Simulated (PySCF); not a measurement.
PySCF input (BP86/def2-TZVPD):

```python
from pyscf import gto, scf, dft

mol = gto.M(
    atom='''
    O     0.36963845    0.69252623   -1.55316292
    C     0.12783134    0.25596502   -0.54776687
    S    -0.19364496   -0.48553451    0.89295304
    H    -0.62577635    0.69255211    1.42465592
    ''',
    basis='def2-tzvpd',
    charge=1,
    spin=0,
    verbose=4,
)

mf = dft.RKS(mol, xc='bp86').density_fit(auxbasis='def2-universal-jkfit')
mf.grids.level = 3
mf.conv_tol = 1e-9
mf.max_cycle = 100
mf.max_memory = 1500
mf.kernel()
if not mf.converged:
    mf = mf.newton()
    mf.kernel(mf.make_rdm1())
mf.analyze()
```

Output:

```
PySCF version 2.14.0

[INPUT] verbose = 4
[INPUT] num. atoms = 4
[INPUT] num. electrons = 30
[INPUT] charge = 1
[INPUT] spin (= nelec alpha-beta = 2S) = 0
[INPUT] symmetry False subgroup None
[INPUT] Mole.unit = angstrom
[INPUT] Symbol           X                Y                Z      unit          X                Y                Z       unit  Magmom
[INPUT]  1 O      0.369638450000   0.692526230000  -1.553162920000 AA    0.698515435609   1.308684908778  -2.935052545630 Bohr   0.0
[INPUT]  2 C      0.127831340000   0.255965020000  -0.547766870000 AA    0.241566222736   0.483703785269  -1.035129364410 Bohr   0.0
[INPUT]  3 S     -0.193644960000  -0.485534510000   0.892953040000 AA   -0.365935939802  -0.917527247925   1.687436687698 Bohr   0.0
[INPUT]  4 H     -0.625776350000   0.692552110000   1.424655920000 AA   -1.182545916730   1.308733814890   2.692209510540 Bohr   0.0

nuclear repulsion = 86.843852765978
number of shells = 48
number of NR pGTOs = 190
number of NR cGTOs = 132
basis = def2-tzvpd
ecp = {}

******** <class 'pyscf.df.df_jk.DFRKS'> ********
method = DFRKS
initial guess = minao
damping factor = 0
level_shift factor = 0
DIIS = <class 'pyscf.scf.diis.CDIIS'>
diis_start_cycle = 1
diis_space = 8
diis_damp = 0
SCF conv_tol = 1e-09
SCF conv_tol_grad = None
SCF max_cycles = 100
direct_scf = False
XC library pyscf.dft.libxc version 7.1.2
    S. Lehtola, C. Steigemann, M. J. T. Oliveira, and M. A. L. Marques,  SoftwareX 7, 1–5 (2018)
XC functionals = bp86
    A. D. Becke,  Phys. Rev. A 38, 3098 (1988)
    J. P. Perdew,  Phys. Rev. B 33, 8822 (1986)
    J. P. Perdew,  Phys. Rev. B 34, 7406–7406 (1986)
radial grids:
    Treutler-Ahlrichs [JCP 102, 346 (1995); DOI:10.1063/1.469408] (M4) radial grids

becke partition: Becke, JCP 88, 2547 (1988); DOI:10.1063/1.454033
pruning grids: <function nwchem_prune>
grids dens level: 3
symmetrized grids: False
atomic radii adjust function: <function treutler_atomic_radii_adjust>
small_rho_cutoff = 0
Set gradient conv threshold to 3.16228e-05
Initial guess from minao.
tot grids = 56888
init E= -512.677991065457
  HOMO = -0.307240305188081  LUMO = -0.125232119292395  gap/eV = 4.95270
cycle= 1 E= -511.788664822866  delta_E= 0.889  |g|= 0.719  |ddm|= 1.79
  HOMO = -0.568675085570012  LUMO = -0.383680136999978  gap/eV = 5.03397
cycle= 2 E= -510.55232301068  delta_E= 1.24  |g|= 2.53  |ddm|= 1.57
  HOMO = -0.553168679782196  LUMO = -0.398901369659563  gap/eV = 4.19783
cycle= 3 E= -511.885060333106  delta_E= -1.33  |g|= 0.157  |ddm|= 1.25
[...]
cycle= 10 E= -511.893071043207  delta_E= -1.81e-10  |g|= 7.3e-06  |ddm|= 4.09e-05
  HOMO = -0.550509775873749  LUMO = -0.381764464799205  gap/eV = 4.59179
Extra cycle  E= -511.893071043187  delta_E= 1.96e-11  |g|= 1.22e-05  |ddm|= 1.37e-05
converged SCF energy = -511.893071043187
**** SCF Summaries ****
Total Energy =                        -511.893071043187263
Nuclear Repulsion Energy =              86.843852765978042
One-electron Energy =                 -867.850235024472340
Two-electron Energy =                  269.113311215307021
Two-electron Coulomb Energy =          308.873093328856271
DFT Exchange-Correlation Energy =      -39.759782113549228
HOMO-LUMO gap [eV] =                     4.591793798714399
**** MO energy ****
MO #1   energy= -88.4487121942735  occ= 2
MO #2   energy= -19.1492854336471  occ= 2
MO #3   energy= -10.3375962308442  occ= 2
MO #4   energy= -8.02643107696494  occ= 2
MO #5   energy= -6.04929140299877  occ= 2
MO #6   energy= -6.04340444905858  occ= 2
MO #7   energy= -6.03783550122973  occ= 2
MO #8   energy= -1.35319662015354  occ= 2
MO #9   energy= -1.05114315944226  occ= 2
MO #10  energy= -0.792870200736388 occ= 2
MO #11  energy= -0.739775546573237 occ= 2
MO #12  energy= -0.715653606953825 occ= 2
MO #13  energy= -0.712516738679357 occ= 2
MO #14  energy= -0.643979275022723 occ= 2
MO #15  energy= -0.550509775873749 occ= 2
MO #16  energy= -0.381764464799205 occ= 0
MO #17  energy= -0.340797929295984 occ= 0
MO #18  energy= -0.302771817107386 occ= 0
MO #19  energy= -0.265875654148516 occ= 0
MO #20  energy= -0.167097014130888 occ= 0
MO #21  energy= -0.132809115617076 occ= 0
MO #22  energy= -0.132110318691344 occ= 0
MO #23  energy= -0.118700938979675 occ= 0
MO #24  energy= -0.113195758639052 occ= 0
MO #25  energy= -0.0771127492728087 occ= 0
MO #26  energy= -0.0767103401608563 occ= 0
MO #27  energy= -0.0658171164018771 occ= 0
MO #28  energy= -0.0256470506927146 occ= 0
MO #29  energy= -0.0221941909090683 occ= 0
MO #30  energy= -0.0163219634669597 occ= 0
MO #31  energy= -0.00193632351795281 occ= 0
MO #32  energy= 0.0197892184825757 occ= 0
MO #33  energy= 0.029607198351895  occ= 0
MO #34  energy= 0.0387168833845792 occ= 0
MO #35  energy= 0.0427281749452648 occ= 0
MO #36  energy= 0.0655498629665934 occ= 0
MO #37  energy= 0.0656703820025029 occ= 0
MO #38  energy= 0.119738236251303  occ= 0
MO #39  energy= 0.12624900193161   occ= 0
MO #40  energy= 0.131246133641488  occ= 0
MO #41  energy= 0.149045969106796  occ= 0
MO #42  energy= 0.153564563585929  occ= 0
MO #43  energy= 0.156190237255384  occ= 0
MO #44  energy= 0.173648510949078  occ= 0
MO #45  energy= 0.181139271273044  occ= 0
MO #46  energy= 0.18883024712822   occ= 0
MO #47  energy= 0.196621851090219  occ= 0
MO #48  energy= 0.208896098030206  occ= 0
MO #49  energy= 0.258289009577646  occ= 0
MO #50  energy= 0.291888894910005  occ= 0
MO #51  energy= 0.298219346643605  occ= 0
MO #52  energy= 0.308085359703155  occ= 0
MO #53  energy= 0.347243316502222  occ= 0
MO #54  energy= 0.36210092428346   occ= 0
MO #55  energy= 0.391013731722494  occ= 0
MO #56  energy= 0.419881177624238  occ= 0
MO #57  energy= 0.437003172234134  occ= 0
MO #58  energy= 0.442915730340654  occ= 0
MO #59  energy= 0.470343356628057  occ= 0
MO #60  energy= 0.52743119048202   occ= 0
MO #61  energy= 0.53276880977891   occ= 0
MO #62  energy= 0.56263436721787   occ= 0
MO #63  energy= 0.633191526935777  occ= 0
MO #64  energy= 0.647084008620281  occ= 0
MO #65  energy= 0.648205736576999  occ= 0
MO #66  energy= 0.81574806360305   occ= 0
MO #67  energy= 0.82489533528512   occ= 0
MO #68  energy= 0.844556003056066  occ= 0
MO #69  energy= 0.912105235275526  occ= 0
MO #70  energy= 1.06666223891351   occ= 0
MO #71  energy= 1.10874442690526   occ= 0
MO #72  energy= 1.13775186457957   occ= 0
MO #73  energy= 1.21848910246888   occ= 0
MO #74  energy= 1.23102758999268   occ= 0
MO #75  energy= 1.23560243063222   occ= 0
MO #76  energy= 1.24853841229986   occ= 0
MO #77  energy= 1.27604610934333   occ= 0
MO #78  energy= 1.28405187758784   occ= 0
MO #79  energy= 1.2926804159006    occ= 0
MO #80  energy= 1.3427580380086    occ= 0
MO #81  energy= 1.41929269062586   occ= 0
MO #82  energy= 1.44783221648932   occ= 0
MO #83  energy= 1.45678174278536   occ= 0
MO #84  energy= 1.54254647945864   occ= 0
MO #85  energy= 1.57243395669602   occ= 0
MO #86  energy= 1.5897023321642    occ= 0
MO #87  energy= 1.60740619117431   occ= 0
MO #88  energy= 1.6788766012254    occ= 0
MO #89  energy= 1.73111223356349   occ= 0
MO #90  energy= 1.81013730377978   occ= 0
MO #91  energy= 1.85455040989429   occ= 0
MO #92  energy= 2.01997443241505   occ= 0
MO #93  energy= 2.09755868658261   occ= 0
MO #94  energy= 2.14359851686022   occ= 0
MO #95  energy= 2.16358635765913   occ= 0
MO #96  energy= 2.25177975003577   occ= 0
MO #97  energy= 2.26463057853589   occ= 0
MO #98  energy= 2.34527809963745   occ= 0
MO #99  energy= 2.53209992243613   occ= 0
MO #100 energy= 2.57198956376824   occ= 0
MO #101 energy= 2.58490196288205   occ= 0
MO #102 energy= 2.61562775986529   occ= 0
MO #103 energy= 2.64369230129822   occ= 0
MO #104 energy= 2.6623410855879    occ= 0
MO #105 energy= 2.67347092568964   occ= 0
MO #106 energy= 2.75702007197854   occ= 0
MO #107 energy= 2.86073274569208   occ= 0
[...]
```

It need not be the lowest isomer of its formula.
